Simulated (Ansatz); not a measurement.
# FH7Si2: the cost of one run

The runs use Ansatz 0.2.0, Gaussian basis; PBE0-D4/def2-SVP.

116 further runs of the same task are left out: 116 set aside as unsound or not needed.

### Step 1. The starting structure

The start, a pair relaxed at PBE0-D4: SMILES `[SiH4].[SiH3]F`, 10 atoms, charge 0, spin multiplicity 1.

Atoms are counted from 1 here; the program's logs count them from 0.

Bond lengths: Si1–H2 1.486 Å, Si1–H3 1.483 Å, Si1–H4 1.484 Å, Si1–H5 1.487 Å, Si6–F7 1.603 Å, Si6–H8 1.481 Å, Si6–H9 1.481 Å, Si6–H10 1.482 Å. Angles: H2–Si1–H3 109.5°, H2–Si1–H4 109.3°, H2–Si1–H5 108.7°, H3–Si1–H4 110.2°, H3–Si1–H5 109.7°, H4–Si1–H5 109.5°, F7–Si6–H8 108.3°, F7–Si6–H9 108.4°, F7–Si6–H10 107.9°, H8–Si6–H9 110.8°, H8–Si6–H10 110.7°, H9–Si6–H10 110.7°.

As a file:

```xyz
10

Si   -0.0804   -0.0888   -2.0132
H    -0.6826   -0.5115   -3.3043
H     0.4729    1.2800   -2.1498
H     0.9939   -1.0412   -1.6392
H    -1.1380   -0.1002   -0.9687
Si    0.0595    0.0744    2.0431
F     1.0348    0.7283    0.9522
H    -0.1102   -1.3601    1.7154
H    -1.2405    0.7823    1.9906
H     0.6908    0.2365    3.3739
```

### Step 2. Dynamics

Input file md/in.yaml:

```yaml
crystal:
  periodic: [false, false, false]
  atoms:
    - {symbol: Si, position_ang: [-0.080393, -0.088812, -2.013216]}
    - {symbol: H, position_ang: [-0.682617, -0.511525, -3.304278]}
    - {symbol: H, position_ang: [0.472855, 1.279993, -2.149821]}
    - {symbol: H, position_ang: [0.993949, -1.041220, -1.639166]}
    - {symbol: H, position_ang: [-1.138049, -0.100175, -0.968715]}
    - {symbol: Si, position_ang: [0.059454, 0.074431, 2.043145]}
    - {symbol: F, position_ang: [1.034756, 0.728317, 0.952216]}
    - {symbol: H, position_ang: [-0.110155, -1.360077, 1.715393]}
    - {symbol: H, position_ang: [-1.240538, 0.782323, 1.990553]}
    - {symbol: H, position_ang: [0.690841, 0.236547, 3.373890]}
basis:
  gaussian: {orbitals: def2-SVP}
hamiltonian: {xc: pbe0, dispersion: d4}
md: {n_steps: 30, timestep: 0.5, temperature: 200, ensemble: nve, seed: 699, initial_velocities: maxwell_boltzmann}
```

On the command line:

```sh
$ ansatz run in.yaml --threads 4 --pin off --events-out ev --progress --plain --max-ram 9574MiB
```

**Question.** How long does this run take on 4 threads of Arm Neoverse V2, shared host?

About 21 s.
